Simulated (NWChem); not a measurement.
## Correlation energy of hydrazine (H4N2)

```xyz
6

N      0.1745    -0.6794     0.0738
N     -0.1745     0.6794     0.0738
H     -0.6458    -1.2306     0.3138
H      0.5122    -1.0120    -0.8307
H      0.6458     1.2306     0.3138
H     -0.5122     1.0120    -0.8307
```
Charge 0, spin multiplicity 1.

Everything below was run with NWChem. The geometry was optimised at PBE0/def2-SVP, a minimum by its harmonic frequencies. It is one conformer; others weren't searched.

Basis set: def2-SVP. Each correlation energy counts from its own Hartree-Fock reference.

| method | correlation energy (mHa) | difference from CCSD(T) |
|---|---|---|
| MP2 | -349.2 | +33.3 |
| SCS-MP2 | -346.9 | +35.6 |
| CR-CCSD[T] | -381.1 | +1.4 |
| CR-CCSD(T) | -381.0 | +1.5 |
| CCSD | -373.9 | +8.6 |
| CCSD+T(CCSD) | -382.7 | -0.2 |
| CCSD(T) | -382.5 | 0.0 |

The values span 35.8 mHa, from CCSD+T(CCSD) (lowest) to SCS-MP2 (highest). 

The correlated methods keep 2 core orbitals frozen. Differences from the coupled-cluster row are differences between methods, not errors against experiment.
